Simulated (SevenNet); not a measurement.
Solid CO2 (dry ice)

The numbers are results of the machine-learned potential SevenNet-0 (trained on PBE and PBE+U data), not measurements.

Cell (relaxed at this level):

```xyz
12
Lattice="5.8042 0.0000 0.0000 0.0000 5.8042 0.0000 0.0000 0.0000 5.8042" Properties=species:S:1:pos:R:3 pbc="T T T"
C      0.0000     2.9021     2.9021
C      2.9021     0.0000     2.9021
C      0.0000     0.0000     0.0000
C      2.9021     2.9021     0.0000
O      5.1256     3.5808     2.2235
O      2.2235     5.1256     3.5808
O      5.1256     5.1256     5.1256
O      0.6787     0.6787     0.6787
O      3.5808     2.2235     5.1256
O      3.5808     0.6787     2.2235
O      2.2235     3.5808     0.6787
O      0.6787     2.2235     3.5808
```

```json
{
 "lattice_parameter_a": "5.804 Å",
 "equilibrium_volume_per_atom": "16.29 Å³/atom"
}
```

Measured, for comparison: lattice constant a 5.56 Å, equilibrium volume per atom 14.32 Å³/atom (5 K, zero-point motion not removed; as tabulated in Tran et al. (2019), arXiv:1903.00284). Computed (rounded) less measured: lattice constant a +4.4 %, equilibrium volume per atom +13.8 %.

A machine-learned potential is trained on density-functional data: it inherits that level's misses and adds fitting errors of its own.

Note: this model's volume lies 10 % above that of the starting cell (a measured, published or database cell).
